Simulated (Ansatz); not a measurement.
Ideal-gas functions of BClH4Si, SMILES `B[SiH2]Cl` at 800 K and 1 bar, from an Ansatz frequency run at PBE0-D4/def2-TZVP.

Molar mass 78.38 g/mol, point group Cs (symmetry number 1), electronic degeneracy 1, moments of inertia 29.291, 133.539, 156.968 u Å². Harmonic wavenumbers (cm⁻¹, unscaled): 120, 170, 366, 507, 603, 661, 701, 850, 911, 924, 1162, 2210, 2214, 2592, 2687.

Use S(trans) = R[1.5 ln M + 2.5 ln T − 1.1517]; rotational temperatures θ = 24.2544 K / I; S(rot) = R[ln(√π/σ · √(T³/θAθBθC)) + 1.5]; for each mode x = 1.438777 ν̃/T, S = R[x/(eˣ − 1) − ln(1 − e⁻ˣ)] and H = RT x/(eˣ − 1); 1 cm⁻¹ = 0.0119627 kJ/mol; R = 8.31446 J/(mol·K).

Question: By hand: the entropy, in J/(mol·K).

Answer: Translation 183.8. Rotation: θ = 0.828, 0.1816, 0.1545 K, giving 116.2. Vibration, mode by mode: 21.08, 18.20, 11.94, 9.36, 8.04, 7.35, 6.92, 5.55, 5.08, 4.99, 3.55, 0.79, 0.79, 0.45, 0.39, in all 104.5. Electronic 0.0. Sum 404.5 J/(mol·K).

Question: By hand: H − E and G − E in kJ/mol, counted from the electronic energy.

Answer: Zero-point energy ½ × 16678 × 0.0119627 = 99.8; thermal vibration 42.4; translation, rotation and pV give 4 RT = 26.6. H − E = 168.8 kJ/mol, and G − E = 168.8 − 800 × 404.5/1000 = -154.8 kJ/mol.

Vibration gives 26 % of the entropy, 21.1 J/(mol·K) of it from the mode under 150 cm⁻¹: soft modes count most, and the harmonic formula is weakest for them.
